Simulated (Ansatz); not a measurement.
Results of r²SCAN-D4 (Ansatz, a quantum-chemistry and plane-wave program, plane waves, PAW) for pyrite RuS₂.

Run with plane-wave cutoff 560 eV, 6×6×6 k mesh, Fermi–Dirac smearing 0.01 eV, no spin polarisation, scalar-relativistic PAW data made under PBE.

Cell (relaxed at this level):

Space group Pa-3 (No. 205); a = b = c = 5.615 Å, α = β = γ = 90.00°

| atom | site | symmetry | x | y | z |
|---|---|---|---|---|---|
| Ru | 4a | .-3. | 0.0000 | 0.0000 | 0.0000 |
| S | 8c | .3. | 0.3879 | 0.3879 | 0.3879 |

Q: Give the computed bulk modulus, band gap, smallest direct gap on the k points sampled and pressure derivative B′ of the bulk modulus.

A: 
bulk modulus: 188 GPa
band gap: 0.89 eV
smallest direct gap on the k points sampled: 1.15 eV
pressure derivative B′ of the bulk modulus: 4.9

Note: the bulk modulus comes from volumes at which shape and atoms were relaxed.

Spin–orbit coupling is not included.

The result took about 10 core-minutes (a rough figure).
